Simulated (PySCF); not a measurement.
Isomerisation enthalpies of C3H6

**Measured values to compare with.**

From Active Thermochemical Tables 1.112, for the gas at 298.15 K: enthalpy of formation of `C=CC` 20.37 ± 0.33 kJ/mol; enthalpy of formation of `C1CC1` (cyclopropane) 53.64 ± 0.52 kJ/mol.

How close the calculation comes is told at the end.

Differences of these values give the isomerisation enthalpies. Geometries: PBE0-D3(BJ)/def2-SVP; runs in PySCF, gas phase, with a dispersion term only where the level names one. Total electronic energies (Eh):

| SMILES | PBE0-D3(BJ)/def2-SVP |
| --- | --- |
| C=CC | -117.67320 |
| C1CC1 | -117.66911 |

Geometry of `C=CC` (Å):
```
atom  x, y, z in Å
C1     1.2923    0.1250   -0.2685
C2     0.2261   -0.0873    0.5041
C3    -1.1961   -0.0088    0.0579
H4     1.1869    0.3805   -1.3283
H5     2.3089    0.0517    0.1264
H6     0.3873   -0.3412    1.5600
H7    -1.7481    0.7593    0.6255
H8    -1.2744    0.2339   -1.0122
H9    -1.7212   -0.9626    0.2340
```

Geometry of `C1CC1` (Å):
```
atom  x, y, z in Å
C1     0.8471    0.1673    0.0612
C2    -0.2705   -0.7998   -0.1906
C3    -0.5765    0.6325    0.1294
H4     1.4067    0.0775    0.9963
H5     1.4549    0.4869   -0.7896
H6    -0.4334   -1.1458   -1.2150
H7    -0.4815   -1.5556    0.5709
H8    -0.9976    0.8639    1.1117
H9    -0.9494    1.2735   -0.6742
```

Zero-point and thermal terms are left out, so the computed numbers are electronic energies.

**Comparison with experiment**

Relative to `C=CC`, the lowest by measurement, in kJ/mol (measured: enthalpies at 298.15 K; computed: electronic energies):

| SMILES | measured | PBE0-D3(BJ)/def2-SVP |
| --- | --- | --- |
| C=CC | 0.0 | 0.0 |
| C1CC1 | 33.3 | 10.7 |

Measured values: 20.37 kJ/mol (298.15 K; Active Thermochemical Tables 1.112) for the first row; the others come from the same table. Unsigned miss: PBE0-D3(BJ)/def2-SVP 22.6 kJ/mol. Where a level misses, the cause wasn't examined.
